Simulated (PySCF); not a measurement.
NMR data simulated for an unnamed compound:

1H NMR (300 MHz, computed): δ 2.48 (br s, 2H).

13C{1H} NMR (computed): δ 133.0 (C, q, J = 327.4 Hz).

[PySCF 2.14: GIAO PBE0/pcSseg-1 shieldings; geometry from GFN2-xTB; couplings computed with B3LYP/pcJ-1; no solvent model; one conformer; fast rotation and ring inversion assumed for equivalent nuclei; non-relativistic Hamiltonian]

Referencing at the same level of theory: 1H (σref 31.72), 13C (σref 186.93) against TMS.

**Question.** Which of these does the molecule contain: a non-aromatic C=C double bond, a CF3 group, an NH or NH2 group, a methoxy group, an ester?

**Answer.** 
- A non-aromatic C=C double bond: no.
- A CF3 group: yes (δC 133.0).
- An NH or NH2 group: yes (δH 2.48 (br s)).
- A methoxy group: no.
- An ester: no.

The data belong to `NC(F)(F)F`, CH₂F₃N; they needn't prove each group on their own.

Carbon signals by region: 1 in the sp2 and nitrile region (100–160 ppm).

OH/NH shifts are gas-phase values; hydrogen bonding in solution moves them, usually downfield. Common functionals overestimate the size of one-bond C–F couplings by tens of Hz; these are unscaled. Shifts are as computed. Against solution values, carbons near 30 ppm lie about +3 ppm off and those near 130 ppm about +5 ppm. Of 1211 compounds with measured shifts, 218 miss one by over three times the rms of a fit or turn the order of signals round; such compounds aren't used in these exercises.
